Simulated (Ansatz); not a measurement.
# SiH₃O (doublet): the correlation ladder at distance O1–H3 along a hydrogen transfer = 1.063 Å, cc-pVDZ

How much of the correlation energy of SiH₃O (doublet) does each wave-function method recover here?

Program: Ansatz 0.2.0, Gaussian basis. Level of theory: cc-pVDZ, core rule «outside noble gas», up to 6 orbitals frozen. These are calculated values, not measurements.

To be run: UHF; CCSD(T) on ROHF; CCSD(T) on UHF; BCCD(T) on ROHF; CISD; CCSDT(Q) on ROHF; CCSDT(Q) on UHF; CASSCF and MRCISD+Q, 3 electrons in 3 orbitals; CASSCF and NEVPT2, 3 electrons in 3 orbitals.

8 further runs of the same task are left out: 1 for a mislabelled method, 5 that didn't finish, 2 set aside as unsound or not needed.

## Step 1: The system

The geometry derives from fragments relaxed apart (PBE0/def2-TZVP) and kept rigid, so it is no stationary point. A hydrogen atom is moved between rigid fragments.

5 atoms, charge 0, spin multiplicity 2.

Atoms are counted from 1 here; the program's logs count them from 0.

Bond lengths: O1–H2 0.960 Å, O1–H3 1.063 Å, H3–Si4 1.700 Å, Si4–H5 1.532 Å. Angles: H2–O1–H3 105.1°, O1–H3–Si4 180.0°, H3–Si4–H5 105.0°.

## Step 2: UHF

Input file in.yaml:

```yaml
crystal:
  periodic: [false, false, false]
  atoms:
    - {symbol: O, position_ang: [-1.732268, 0.011831, 0.000000]}
    - {symbol: H, position_ang: [-1.981577, 0.938406, 0.000000]}
    - {symbol: H, position_ang: [-0.669268, 0.011831, 0.000000]}
    - {symbol: Si, position_ang: [1.030732, 0.011831, 0.000000]}
    - {symbol: H, position_ang: [1.427167, -1.467683, 0.000000]}
basis:
  gaussian: {orbitals: cc-pVDZ}
magnetization: {spin_polarized: true, initial_magnetization: 1}
hamiltonian: {xc: hf}
output: {orbitals: {seedname: orbitals}}
```

Command:

```bash
$ ansatz run in.yaml --threads 1 --pin off --events-out ev --progress --plain --max-ram 2393MiB
```

After this run come: CCSD(T) on ROHF; CCSD(T) on UHF; BCCD(T) on ROHF; CISD; CCSDT(Q) on ROHF; CCSDT(Q) on UHF; CASSCF and MRCISD+Q, 3 electrons in 3 orbitals; CASSCF and NEVPT2, 3 electrons in 3 orbitals.

Before running them: what should the planned runs give, taken together? Wanted: UCCSDT(Q) below the RHF energy; RMP2 from UCCSDT(Q); UMP2 from UCCSDT(Q); RCCSD from UCCSDT(Q); RCCSD(T) from UCCSDT(Q); UCCSD(T) from UCCSDT(Q); RCCSDT(Q) from UCCSDT(Q); MRCISD+Q pair from UCCSDT(Q); T1 diagnostic.

As calculated:

| quantity | value |
| --- | --- |
| UCCSDT(Q) below the RHF energy | -8.9227 eV |
| RMP2 from UCCSDT(Q) | +1084.4 meV |
| UMP2 from UCCSDT(Q) | +1137.9 meV |
| RCCSD from UCCSDT(Q) | +252.9 meV |
| RCCSD(T) from UCCSDT(Q) | +47.8 meV |
| UCCSD(T) from UCCSDT(Q) | +51.3 meV |
| RCCSDT(Q) from UCCSDT(Q) | +0.9 meV |
| MRCISD+Q pair from UCCSDT(Q) | +125.9 meV |
| levels within 1 kcal/mol (43 meV) | RCCSDT, UCCSDT, RCCSDT(Q) |
| T1 diagnostic | 0.018 |

**Reading.** RCCSD(T) lands +47.8 meV from the yardstick (0.5 % of the correlation energy). Coupled cluster took another determinant than the lowest Hartree-Fock one. These misses are within one basis, not against nature; the frozen cores of restricted and unrestricted runs differ, which can shift their rows.
